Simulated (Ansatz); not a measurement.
# BSiH2 (doublet): wave-function methods side by side, 6-31G

How much of the correlation energy of BSiH2 (doublet) does each wave-function method recover here?

Method: 6-31G, core rule «outside noble gas», up to 6 orbitals frozen; program: Ansatz 0.2.0, Gaussian basis.

Plan: UHF; CCSD(T) on ROHF; CCSD(T) on UHF; BCCD(T) on ROHF; CISD; CCSDT(Q) on ROHF; CCSDT(Q) on UHF; CISDTQ; CCSDTQ on ROHF; CCSDTQ on UHF; CASSCF and MRCISD+Q, 9 electrons in 10 orbitals; CASSCF and NEVPT2, 9 electrons in 10 orbitals; Full CI.

5 further runs of the same task are left out: 5 set aside as unsound or not needed.

## 1. The system

The geometry is a PBE0/def2-TZVP stationary point (not a proven minimum).

4 atoms, charge 0, spin multiplicity 2.

Atoms are counted from 1 here; the program's logs count them from 0.

Bond lengths: Si1–B2 1.925 Å, B2–H3 1.203 Å, B2–H4 1.203 Å. Angles: Si1–B2–H3 121.5°, Si1–B2–H4 121.5°, H3–B2–H4 117.1°.

## 2. UHF

The input, in.yaml:

```yaml
crystal:
  periodic: [false, false, false]
  atoms:
    - {symbol: Si, position_ang: [0.000000, 0.000000, 0.634524]}
    - {symbol: B, position_ang: [0.000000, 0.000000, -1.290679]}
    - {symbol: H, position_ang: [0.000000, -1.025810, -1.918468]}
    - {symbol: H, position_ang: [0.000000, 1.025810, -1.918468]}
basis:
  gaussian: {orbitals: 6-31G}
magnetization: {spin_polarized: true, initial_magnetization: 1}
hamiltonian: {xc: hf}
output: {orbitals: {seedname: orbitals}}
```

Launch:

```sh
ansatz run in.yaml --threads 1 --pin off --events-out ev --progress --plain --max-ram 4096MiB --backend cpu
```

Further steps of the session: CCSD(T) on ROHF; CCSD(T) on UHF; BCCD(T) on ROHF; CISD; CCSDT(Q) on ROHF; CCSDT(Q) on UHF; CISDTQ; CCSDTQ on ROHF; CCSDTQ on UHF; CASSCF and MRCISD+Q, 9 electrons in 10 orbitals; CASSCF and NEVPT2, 9 electrons in 10 orbitals; Full CI.

Q: Predict the results of all the runs planned. Wanted: FCI below the RHF energy; RMP2 from FCI; UMP2 from FCI; RCCSD from FCI; RCCSD(T) from FCI; UCCSD(T) from FCI; RCCSDT(Q) from FCI; UCCSDT(Q) from FCI; NEVPT2 valence from FCI.

As calculated:

| quantity | value |
| --- | --- |
| FCI below the RHF energy | -3.0733 eV |
| RMP2 from FCI | +816.4 meV |
| UMP2 from FCI | +814.8 meV |
| RCCSD from FCI | +91.9 meV |
| RCCSD(T) from FCI | +23.7 meV |
| UCCSD(T) from FCI | +23.6 meV |
| RCCSDT(Q) from FCI | +0.9 meV |
| UCCSDT(Q) from FCI | +0.6 meV |
| NEVPT2 valence from FCI | +286.4 meV |
| MRCISD+Q valence from FCI | +10.5 meV |
| levels within 1 kcal/mol (43 meV) | RCCSD(T), UCCSD(T), BCCD(T), RCCSDT, UCCSDT, CISDTQ, RCCSDT(Q), UCCSDT(Q), RCCSDTQ, UCCSDTQ, MRCISD valence, MRCISD+Q valence |
| T1 diagnostic | 0.027 |
| effectively unpaired electrons | 1.05 |

**Reading.** RCCSD(T) lands +23.7 meV from the yardstick (0.8 % of the correlation energy). One determinant dominates. Of the multireference levels listed MRCISD+Q valence comes nearest in total energy (+10.5 meV), which doesn't show that its space is the better one. These misses are within one basis, not against nature; the frozen cores of restricted and unrestricted runs differ, which can shift their rows.
